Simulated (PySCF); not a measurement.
# Accurate constants of SiO, step by step

Aim: bond length, wavenumber and bond energy of SiO near the limit of CCSD(T), built from two basis sets and any small corrections listed.

Program: PySCF 2.14.0. Level of theory: CCSD(T) on RHF, no relativity in the base curves; scalar relativity is added as a correction. These are calculated values, not measurements.

### Step 1. Set-up

| Quantity | Value |
| --- | --- |
| molecule | SiO |
| state | singlet, unpaired electrons none |
| smaller basis | Si cc-pV(T+d)Z, O cc-pVTZ |
| larger basis | Si cc-pV(Q+d)Z, O cc-pVQZ |
| frozen core orbitals | 6 |
| extrapolation | correlation as n⁻³ (n = 3, 4), Hartree–Fock as (n+1)·exp(−9√n) |
| corrections | core–valence correlation, scalar relativity |
| distances (Å) | 1.3344, 1.3950, 1.4557, 1.5163, 1.5770, 1.6528, 1.7286 |
| masses (u) | 27.9769, 15.9949 |
| dissociation limit | Si + O |

Run with:

```sh
$ OMP_NUM_THREADS=4 python comp.py task.json out
```

### Step 2. The runs

Q: Predict the outcome of this session. Wanted: for each run, Re; ωe; ωexe; αe; De.

As calculated:

| level | Re (Å) | ωe (cm⁻¹) | ωexe (cm⁻¹) | αe (cm⁻¹) | De (eV) |
| --- | --- | --- | --- | --- | --- |
| CCSD(T)/cc-pVTZ(-PP) | 1.5189 | 1232.7 | 5.85 | 0.00492 | 7.934 |
| CCSD(T)/cc-pVQZ(-PP) | 1.5170 | 1236.8 | 5.78 | 0.00489 | 8.153 |
| HF/CBS | 1.4767 | 1407.7 | 4.98 | 0.00425 | 4.853 |
| MP2/CBS | 1.5256 | 1199.7 | 5.65 | 0.00501 | 8.868 |
| CCSD/CBS | 1.5046 | 1294.3 | 5.15 | 0.00452 | 7.921 |
| CCSD(T)/CBS | 1.5159 | 1241.1 | 5.70 | 0.00485 | 8.285 |
| CCSD(T)/CBS+CV | 1.5122 | 1245.5 | 5.72 | 0.00488 | 8.318 |
| CCSD(T)/CBS+CV+SR | 1.5118 | 1244.1 | 5.72 | 0.00489 | 8.307 |

What this shows: The last step gives Re = 1.5118 Å, ωe = 1244.1 cm⁻¹ and De = 8.307 eV; the smaller basis alone is off from it by +7.1 mÅ and -0.37 eV. Near the minimum the mean field binds by 4.80 eV and correlation adds 3.49 eV of binding. T1 is 0.027, large enough to doubt a single reference. Spin–orbit coupling and excitations beyond (T) are left out.
